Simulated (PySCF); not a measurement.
# HCN + 2 H₂O → C(OH)₂ + NH₃

Level: PBE0 in the def2-TZVP basis family, all electrons, no relativity, computed in PySCF with density fitting; open shells unrestricted.

| species | state and structure | ZPE (kJ/mol) | H(298 K) − H(0) (kJ/mol) | S° (J/(mol K)) |
| --- | --- | --- | --- | --- |
| HCN | singlet, C∞v, C–H 1.069 Å, C–N 1.146 Å; H–C–N 180.0° | 43.3 | 9.1 | 201.2 |
| H₂O | singlet, C2v, O–H 0.960 Å (×2); H–O–H 105.1° | 56.5 | 9.9 | 188.7 |
| C(OH)₂ | singlet, C2v, C–O 1.317 Å (×2), O–H 0.962 Å (×2); C–O–H 106.4° (×2), O–C–O 105.2° | 89.3 | 11.0 | 242.9 |
| NH₃ | singlet, C3v, N–H 1.013 Å (×3); H–N–H 107.1° (×3) | 90.6 | 10.0 | 192.4 |

Is the gas-phase reaction uphill or downhill in electronic energy at this level, and by how much?

At PBE0/def2-TZVP, ΔE = 42.1 kJ/mol, uphill. 

Add zero-point, thermal and entropy terms for 298.15 K and 1 bar.

ΔZPE = 23.6 and Δ[H(298) − H(0)] = -7.9 kJ/mol give ΔH° = 57.8 kJ/mol. ΔS° = -143.3 J/(mol K), so ΔG° = 57.8 − 298.15 × (-0.1433) = 101 kJ/mol and log₁₀K = -17.6.

Only the bonding shown was studied: isomers, or loss of a ligand pair, can lie lower.
